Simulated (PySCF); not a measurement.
Work out the structure from these simulated measurements.

Formula: C2H4S.

- Rotational structure: rotational constants A, B, C: 48.358, 5.868, 5.406 GHz [GFN2-xTB]
- Polarisability: 47.4 au [PBE0/def2-SVPD]
- 13C NMR: chemical shifts (computed TMS as zero) by class: 266.9 (1 C), 44.7 (1 C) ppm [GIAO PBE0/pcSseg-1]
- UV, strongest line: among the 8 lowest singlet transitions: S3 at 6.19 eV (200 nm, f = 0.273) [TDDFT PBE0/def2-SVPD]
- NMR, other nuclei: isotropic shieldings of nuclei other than C and H, by class: -608 (1 S) ppm [GIAO PBE0/pcSseg-1]
- 1H NMR: chemical shifts (computed TMS as zero) by class: 11.55 (1 H), 3.06 (3 H) ppm [GIAO PBE0/pcSseg-1]

Gas-phase values; electronic properties from PySCF, density fitting. Levels stand in brackets. Geometry: GFN2-xTB; no solvent, vibrations or thermal averaging. Each NMR value is the plain mean over a class of atoms that symmetry, rotation or inversion makes alike.

Task: What is the compound? Reason from the data.

Result: Numbering: `[CH3:1][CH:2]=[S:3]`. Its formula, C2H4S, gives 1 degree of unsaturation: 0 rings and 1 π bond in the structure found. 2 carbons fall into 2 classes; from least to most shielded: thiocarbonyl carbon [C2] (266.9 ppm), methyl carbon [C1] (44.7 ppm). Hydrogen classes from least to most shielded: 1 H on a thiocarbonyl carbon, C2 (11.55 ppm), 3 H on a methyl carbon, C1 (3.06 ppm). The other shieldings belong to: -608 ppm, thiocarbonyl sulfur [S3]. The optimised geometry has point group Cs and is an asymmetric top. Structure: ethanethial, `CC=S`. Computed isomers that give other values at the same levels: `C1CS1` (13C chemical shifts (computed TMS as zero) by class: 19.4 (2 C) ppm). The assignments are read from this structure; whether some other isomer fits the data as well wasn't checked.
